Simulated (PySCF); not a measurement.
Screening by computed properties: pick the candidate that meets the target.

All species are isolated and taken at one optimised geometry, non-relativistic unless stated. Electronic properties by PySCF.

Dipoles, sizes and rotational constants follow the conformer. The torsions of the flexible species, by atom-mapped SMILES:
- `[CH3:1][S:2][Si@H:3]([OH:4])[C:5]#[C:6][C:7]([CH3:8])=[O:9]`: C1–S2–Si3–O4 176°, H–O4–Si3–S2 -25°
- `[CH3:1][C:2](=[O:3])[Si@@H:4]([CH3:5])[SiH2:6][CH2:7][Cl:8]`: C1–C2–Si4–C5 -31°, C2–Si4–Si6–C7 139°, Si4–Si6–C7–Cl8 54°
- `[CH2:1]=[CH:2]/[C:3]([CH2:4][CH3:5])=[C:6](/[Cl:7])[C:8](=[O:9])[F:10]`: C1–C2–C3–C4 -10°, C2–C3–C4–C5 92°, C3–C6–C8–O9 -5°
- `[O:1]=[C:2]([CH2:3][CH2:4][SiH3:5])[CH2:6][SiH2:7][Cl:8]`: O1–C2–C3–C4 16°, C2–C3–C4–Si5 -44°, O1–C2–C6–Si7 74°, C2–C6–Si7–Cl8 65°
- `[N:1]#[C:2][c:3]1[cH:4][c:5]([Cl:6])[cH:7][cH:8][c:9]1[CH:10]([F:11])[F:12]`: C8–C9–C10–F11 58°

Problem. Wanted: smallest rotational constant between 0.5 GHz and 3 GHz (GFN2-xTB) and dipole moment below 2.2 D (PBE0/pcSseg-1), at GFN2-xTB geometries. Which candidate meets both?
A. `C(F)C#N`
B. `c1([SiH3])c2ccccn2nn1`
C. `CC(=O)[Si@@H](C)[SiH2]CCl`
D. `CS[Si@H](O)C#CC(C)=O`
E. `C#Cc1cc2sccc2[nH]1`

Solution. E. Computed values:
| species | smallest rotational constant | dipole moment |
| --- | --- | --- |
| CS[Si@H](O)C#CC(C)=O | 0.454 GHz | 1.87 D |
| CC(=O)[Si@@H](C)[SiH2]CCl | 0.515 GHz | 2.26 D |
| C#Cc1cc2sccc2[nH]1 | 0.609 GHz | 2.09 D |
| c1([SiH3])c2ccccn2nn1 | 0.670 GHz | 4.70 D |
| C(F)C#N | 4.414 GHz | 3.23 D |

Problem. Wanted: HOMO energy between -9 eV and -7.1 eV (PBE0/pcSseg-1) and HOMO–LUMO gap above 6.2 eV (PBE0/pcSseg-1), at GFN2-xTB geometries. Which candidate meets both?
A. `N#CC1=C(C(F)F)C=CC(Cl)=C1`
B. `[SiH3]c1ccc2n[nH]nc2c1`
C. `N#CCF`
D. `C=C/C(CC)=C(/Cl)C(=O)F`
E. `C#Cc1cc2sccc2[nH]1`
F. `O=C(CC[SiH3])C[SiH2]Cl`

Solution. F. Computed values:
| species | HOMO energy | HOMO–LUMO gap |
| --- | --- | --- |
| N#CCF | -9.96 eV | 9.54 eV |
| N#CC1=C(C(F)F)C=CC(Cl)=C1 | -8.15 eV | 5.89 eV |
| O=C(CC[SiH3])C[SiH2]Cl | -7.57 eV | 6.60 eV |
| C=C/C(CC)=C(/Cl)C(=O)F | -7.36 eV | 4.73 eV |
| [SiH3]c1ccc2n[nH]nc2c1 | -6.92 eV | 5.20 eV |
| C#Cc1cc2sccc2[nH]1 | -5.87 eV | 5.02 eV |
